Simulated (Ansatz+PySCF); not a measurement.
The numbers below are computed, except where a source is named.
Input for PySCF 2.14.0:

```python
from pyscf import gto, scf, mp

# the (T+d) and (D+d) sets load through basis_set_exchange
mol = gto.M(atom="""
F 0.000000 0.000000 -0.760620
Cl 0.000000 0.000000 0.760620
""", basis={'Cl': 'cc-pv(t+d)z', 'F': 'cc-pvtz'}, charge=1, spin=1)
mf = scf.UHF(mol)
mf.kernel()
pt = mp.MP2(mf, frozen=6).run()
print(mf.e_tot, pt.e_corr, pt.e_tot)
```

The script is written out from the run's settings.

Results

* Converged: yes
* Reference energy: -558.47288 hartree
* Correlation energy: -0.41477 hartree
* Total energy: -558.88765 hartree
* Spin squared of the determinant: 0.764
